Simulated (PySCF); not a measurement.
# C4H2 (Diacetylene): the cost of one run

Computed with PySCF 2.14.0, with density-fitted response routines of our own, on a single molecule in the gas phase. Atoms are numbered from 0 throughout.

### Step 1. Starting geometry

6 atoms, charge 0, multiplicity 1; geometry from: GFN2-xTB. The atoms were then displaced at random by about 0.01 Å, so the start is not that level's minimum.

Bonds of the start (Å): C0–C1 1.23, C1–C2 1.37, C2–C3 1.15, C0–H4 1.03, C3–H5 1.08.

### Step 2. Optimising the geometry at PBE0-D3(BJ)/def2-SVP

The job: settings as JSON, then the geometry in Å.

```
{"job": {"xc": "PBE0", "basis": "def2-SVP", "d3": "d3bj", "grid": 1, "shake": 0.01, "kind": "geom"}, "charge": 0, "multiplicity": 1}
C      1.878800     0.282860     0.077390
C      0.665330     0.108030     0.102100
C     -0.690300    -0.113990     0.134110
C     -1.824310    -0.304740     0.171970
H      2.889190     0.474990     0.037580
H     -2.894550    -0.477170     0.205200
```

Started as:

```bash
$ OMP_NUM_THREADS=1 python probes_run.py task.json out
```

This one command runs all jobs of the session in turn.

**Question.** How long does this first job take on 1 thread of Arm Neoverse V2, shared host, and how much memory does it need?

About 7.4 s, with a peak of 0.29 GiB.
